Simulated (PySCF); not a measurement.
Stepwise substitution at one centre (Al F-OH). Gas-phase values, no solvent. One relaxed conformer stands for each flexible species; it need not be the lowest. Strings in code marks are SMILES.

These are PBE0-D3(BJ)/def2-TZVP run with PySCF values and carry that method's errors. All candidates: neutral, multiplicity 1. Delta-SCF ions had no search for a lower state. 

```
Item                                      Result
--------------------------------------  --------
HOMO                                    -9.36 eV
HOMO–LUMO gap                            8.62 eV
vertical ionisation energy (Delta-SCF)  11.83 eV
```

Question: Which member has these values?
A) `[OH][Al]([F])[F]` (H–O–Al–F torsion 0°)
B) `[F][Al]([F])[F]`
C) `[OH][Al]([OH])[F]` (H–O–Al–F torsion 180°, F–Al–O–H torsion 0°)
D) `[OH][Al]([OH])[OH]`

Answer: C, `[OH][Al]([OH])[F]` (H–O–Al–F torsion 180°, F–Al–O–H torsion 0°). The others give `[OH][Al]([F])[F]` (H–O–Al–F torsion 0°): -9.94 eV, 8.85 eV, 12.87 eV; `[F][Al]([F])[F]`: -11.72 eV, 10.23 eV, 14.37 eV; `[OH][Al]([OH])[OH]`: -9.02 eV, 8.59 eV, 11.34 eV
